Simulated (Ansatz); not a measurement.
# A cut through the energy surface

CH₅BS (SMILES CBS), closed shell, at its PBE0-D4/def2-TZVP minimum:

```xyz
8
angstrom
C -0.6327 0.8479 -0.2658
B 0.3426 -0.3618 -0.1543
S 0.5981 -1.1480 1.4245
H -1.4139 0.6227 -1.0011
H -0.0968 1.7144 -0.6703
H -1.1133 1.1446 0.6683
H 0.9323 -0.7852 -1.1038
H 1.4758 -2.0917 1.0468
```

The dihedral angle H4–C1–B2–S3 (-122.5° at the minimum) is set to the values below, the two halves turning rigidly about the central bond. Each method's energies count from its own value at the PBE0-D4 minimum structure. Computed with Ansatz 0.2.0 (basis: def2-TZVPP); correlated methods freeze the cores. B3LYP uses VWN-RPA correlation.

| dihedral angle (°) | CCSD(T) (eV) | r2SCAN-D4 (eV) | PBE-D4 (eV) | HF (eV) | B3LYP-D4 (eV) |
| --- | --- | --- | --- | --- | --- |
| -114.6 | 0.0024 | 0.0025 | 0.0024 | 0.0024 | 0.0024 |
| -99.6 | 0.0188 | 0.0195 | 0.0187 | 0.0185 | 0.0187 |
| -84.6 | 0.0433 | 0.0447 | 0.0429 | 0.0427 | 0.0430 |
| -69.6 | ? | 0.0666 | 0.0639 | 0.0639 | 0.0640 |
| -54.6 | 0.0735 | 0.0760 | 0.0730 | 0.0734 | 0.0731 |
| -39.6 | 0.0674 | 0.0706 | 0.0680 | 0.0687 | 0.0679 |
| -24.6 | ? | 0.0558 | 0.0540 | 0.0548 | 0.0537 |
| -9.6 | ? | 0.0412 | 0.0403 | 0.0408 | 0.0399 |

(1) Fill in the withheld CCSD(T) values. (To be estimated.)

(2) How high is the highest scanned point by CCSD(T), and where? (To be estimated.)

No T1 diagnostic of these runs exceeds 0.013.

Answers

(1) Computed: 0.0648 eV at -69.6°; 0.0522 eV at -24.6°; 0.0378 eV at -9.6°. These count from the CCSD(T) energy at the PBE0-D4 minimum.

(2) The calculation gives: 0.0735 eV above the minimum, at -54.6°.

Largest difference from the CCSD(T) curve over the scan: PBE0-D4 0.0024; wB97M-V 0.0030; MP2 0.0021 eV. Each curve counts from its own value at the minimum.

For scale, one of the runs: CCSD(T)/def2-TZVPP, 174 basis functions (an equivalent command: `ansatz run in.yaml --threads 2`). Hardware: 2 CPU threads, shared host. Wall time 14 s; peak host memory 1.5 GiB.
